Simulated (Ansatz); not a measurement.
Start from Cu in the fcc (Cu type) structure (space group Fm-3m, No. 225; a = 3.5768 Å).

Level of theory: Ansatz (a first-principles code), r2SCAN, PAW, cutoff 500 eV, scalar-relativistic without spin-orbit coupling.

One thing is altered: Ni takes the place of Cu on all its sites; the structure is relaxed again.

Measured lattice parameter a: Cu 3.595 Å (static lattice; corrected from measurement; as listed in Gábor I. Csonka et al., Physical Review B (2009)); Ni 3.508 Å (static lattice; corrected from measurement; as listed in Daniel Mejia-Rodriguez, S. B. Trickey, Phys. Rev. B (2018)).

**Question.** How well does r2SCAN reproduce the measured shift?

**Answer.** With r2SCAN the lattice parameter a moves by -0.099 Å (3.577 → 3.478) against -0.087 Å measured.

The magnetic state is the one reached from the starting moments; the real material's order can differ, and small cells can't hold many antiferromagnetic ones. Stability against distortions was not tested. Spin-polarised in the final run: Ni; the other runs are not.
